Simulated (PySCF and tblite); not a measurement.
The numbers below are computed, except where a source is named.
2 E/Z isomers of C₄H₅NO, numbered alike:

| isomer | SMILES | descriptors |
| --- | --- | --- |
| A | [CH3:1][O:2]/[CH:3]=[CH:4]\[C:5]#[N:6] | 3=4 Z |
| B | [CH3:1][O:2]/[CH:3]=[CH:4]/[C:5]#[N:6] | 3=4 E |

Each isomer is a Boltzmann average at 298.15 K over at most 6 conformers: GFN2-xTB geometries, energies B3LYP/def2-SVP (IEF-PCM, dichloromethane) (D3(BJ) added where defined), GFN2-xTB thermal terms. Programs: PySCF with density fitting and tblite.

(1) Rank the isomers by free energy at 298.15 K.

(2) If they could interconvert freely, what would the mixture hold (chiral isomers as racemates)?

Results:

(1) 
```csv
isomer,ΔG (kcal/mol),"ΔE, lowest conformer",conformers,largest weight %,rms dipole (D)
B,0.0,0.0,2,84,6.31
A,0.8,1.4,2,94,7.31
```

(2) B 80 %, A 20 %. A racemate gains RT ln 2.
